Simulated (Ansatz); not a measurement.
# FH2NSi: the cost of one run

All numbers are computed with Ansatz 0.2.0 through its Python package. The levels of theory stand in the script.

## (1) Starting point

Bond lengths: N1–Si2 1.645 Å, Si2–F3 1.578 Å, N1–H4 1.079 Å, N1–H5 1.030 Å. Angles: N1–Si2–F3 102.0°, Si2–N1–H4 109.4°, Si2–N1–H5 112.9°, H4–N1–H5 102.8°.

Input file fh2nsi.xyz:

```xyz
5

N    -0.69870    0.27520   -0.13060
Si    0.02000   -0.77170    0.91480
F     1.50960   -0.78660    0.39350
H    -0.18000    1.22120   -0.10430
H    -0.60100   -0.01180   -1.11480
```

## (2) The code

Input file fh2nsi.py:

```python
'''FH2NSi at several levels of theory.'''

import ansatz as az


def main() -> None:
    system = az.Crystal.molecule_from_extxyz('fh2nsi.xyz')

    setup = system.calculation().basis(gaussian='cc-pVDZ')

    methods = ['mp2', 'ccsd', 'ccsd_t']
    reports = [setup.correlation(m).run(threads=1).report for m in methods]
    print(f'Hartree-Fock reference {reports[0]["reference_energy_ev"] / 27.211386246:.6f} Ha')
    best = reports[-1]['free_energy_ev'] - reports[-1]['reference_energy_ev']
    for method, each in zip(methods, reports):
        gained = each['free_energy_ev'] - each['reference_energy_ev']
        print(f'{method:8s} total {each["free_energy_ev"] / 27.211386246:.6f} Ha  correlation {gained:9.4f} eV  ({100 * gained / best:.1f} % of the last)')


if __name__ == '__main__':
    main()
```

## (3) The calls as engine input

The engine receives this input (first run):

```yaml
crystal:
  periodic: [false, false, false]
  atoms:
    - { symbol: "N", position_ang: [-0.6987, 0.2752, -0.1306] }
    - { symbol: Si, position_ang: [0.02, -0.7717, 0.9148] }
    - { symbol: F, position_ang: [1.5096, -0.7866, 0.3935] }
    - { symbol: H, position_ang: [-0.18, 1.2212, -0.1043] }
    - { symbol: H, position_ang: [-0.601, -0.0118, -1.1148] }
basis:
  gaussian:
    orbitals: cc-pVDZ
correlation:
  method: mp2
```

## (4) Launch

Launch:

```sh
python fh2nsi.py
```

**Question.** How long does this script take on 1 thread of Arm Neoverse V1, shared host, and how much memory does it need?

About 2.6 s, with a peak of 0.18 GiB.
